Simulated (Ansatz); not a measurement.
# SiHMe2F (C2H7FSi): structure and electronic state

Aim: characterise SiHMe2F (C2H7FSi) as a singlet: its structure, frontier levels and distribution of charge.

The runs use Ansatz 0.2.0, Gaussian basis; RKS PBE0-D4/def2-TZVP.

The runs, in order: relaxation at PBE-D4/def2-SVP; a search for the lowest solution at PBE0-D4/def2-SVP; a single point at PBE0-D4/def2-TZVP.

## (1) Starting geometry

11 atoms, charge 0, spin multiplicity 1.

Atoms are counted from 1 here; the program's logs count them from 0.

Bond lengths: Si1–H2 1.459 Å, Si1–C3 1.893 Å, Si1–C7 1.893 Å, Si1–F11 1.621 Å, C3–H4 1.086 Å, C3–H5 1.085 Å, C3–H6 1.087 Å, C7–H8 1.086 Å, C7–H9 1.087 Å, C7–H10 1.085 Å. Angles: H2–Si1–C3 113.3°, H2–Si1–C7 113.3°, H2–Si1–F11 103.4°, C3–Si1–C7 112.2°, C3–Si1–F11 106.9°, C7–Si1–F11 106.9°, Si1–C3–H4 110.9°, Si1–C3–H5 111.6°, Si1–C3–H6 111.4°, H4–C3–H5 107.6°, H4–C3–H6 107.4°, H5–C3–H6 107.6°, Si1–C7–H8 111.0°, Si1–C7–H9 111.3°, Si1–C7–H10 111.7°, H8–C7–H9 107.4°, H8–C7–H10 107.6°, H9–C7–H10 107.7°.

The start is a GFN2-xTB geometry.

## (2) Optimising with PBE-D4/def2-SVP

Input file in.yaml:

```yaml
crystal:
  periodic: [false, false, false]
  atoms:
    - {symbol: Si, position_ang: [-0.271400, -0.461170, 0.476600]}
    - {symbol: H, position_ang: [-0.350120, -0.595870, 1.926750]}
    - {symbol: C, position_ang: [1.499190, -0.550970, -0.187460]}
    - {symbol: H, position_ang: [1.967790, -1.492450, 0.084270]}
    - {symbol: H, position_ang: [2.116390, 0.249130, 0.208770]}
    - {symbol: H, position_ang: [1.521210, -0.476890, -1.271810]}
    - {symbol: C, position_ang: [-1.209840, 1.043060, -0.188070]}
    - {symbol: H, position_ang: [-2.243280, 1.035950, 0.146860]}
    - {symbol: H, position_ang: [-1.220500, 1.052840, -1.275120]}
    - {symbol: H, position_ang: [-0.763220, 1.974330, 0.145160]}
    - {symbol: F, position_ang: [-1.046240, -1.777970, -0.065930]}
basis:
  gaussian: {orbitals: def2-SVP}
hamiltonian: {xc: pbe, dispersion: d4}
scf: {omitted_lower_state_checks: [starts]}
output: {orbitals: {seedname: orbitals}}
relax: {f_tol: 0.02, max_steps: 100}
```

Run with:

```
ansatz run in.yaml --threads 4 --pin off --events-out ev --progress --plain --max-ram 3916MiB
```

Further steps of the session: Searching for the lowest solution, PBE0-D4/def2-SVP; Single point, PBE0-D4/def2-TZVP.

Before running them: what should the planned runs give, taken together? Wanted: point group; commonest bond, hydrogen aside; HOMO, LUMO at PBE0-D4/def2-TZVP; dipole at PBE-D4/def2-SVP.

The runs gave:

| quantity | value |
| --- | --- |
| point group | Cs |
| commonest bond, hydrogen aside | C–Si, 2 of mean length 1.876 Å |
| HOMO, LUMO at PBE0-D4/def2-TZVP | -8.88, 0.98 eV |
| dipole at PBE-D4/def2-SVP | 1.84 D |

In words: The molecule keeps its bonding pattern by the stored test; the atoms moved 0.05 Å (rms). No usable vibrations, so a minimum isn't proven. The HOMO lies nearest to C3, C7 about 24 % each; Si1 17 % and the LUMO to Si1 25 %; H2 23 %. The point group is read from a loosely relaxed geometry; soft torsions can leave it below the true symmetry.
